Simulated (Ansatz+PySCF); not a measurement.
The numbers below are computed, except where a source is named.
Input for Ansatz (development build ahead of 0.2.0):

```yaml
crystal:
  periodic: [false, false, false]
  atoms:
    - { symbol: C, position_ang: [0.0, 0.0, -0.26745] }
    - { symbol: C, position_ang: [0.0, 0.0, -1.53974] }
    - { symbol: H, position_ang: [0.0, 0.0, -2.60195] }
    - { symbol: C, position_ang: [0.0, 0.0, 1.09949] }
    - { symbol: H, position_ang: [0.0, -0.93002, 1.65483] }
    - { symbol: H, position_ang: [0.0, 0.93002, 1.65483] }
basis:
  gaussian: { orbitals: cc-pVTZ }
magnetization:
  spin_polarized: true
  initial_magnetization: 1
hamiltonian:
  xc: hf
correlation:
  method: mp2
  frozen_orbitals: { C: 1, H: 0 }
output:
  forces: true
```

The input is written out in the form of the current development build from the run's settings.

The run gave:

```json
{
  "Converged": "yes",
  "Reference energy": "-115.28867 hartree",
  "Correlation energy": "-0.42048 hartree",
  "Total energy": "-115.70915 hartree",
  "Spin squared of the determinant": "1.082",
  "Stability test": "minimum",
  "Occupied orbitals by symmetry in an Abelian subgroup (alpha; beta)": "7 A1 2 B1 2 B2; 7 A1 1 B1 2 B2"
}
```

Forces (eV/Å):
| atom | Fx | Fy | Fz |
| --- | --- | --- | --- |
| C1 | 0.000 | 0.000 | -7.460 |
| C2 | 0.000 | 0.000 | 7.824 |
| H3 | 0.000 | 0.000 | 0.082 |
| C4 | 0.000 | 0.000 | 0.013 |
| H5 | 0.000 | 0.165 | -0.230 |
| H6 | 0.000 | -0.165 | -0.230 |

Caution: the unrestricted determinant is spin contaminated; forces differ strongly between restricted and unrestricted references.
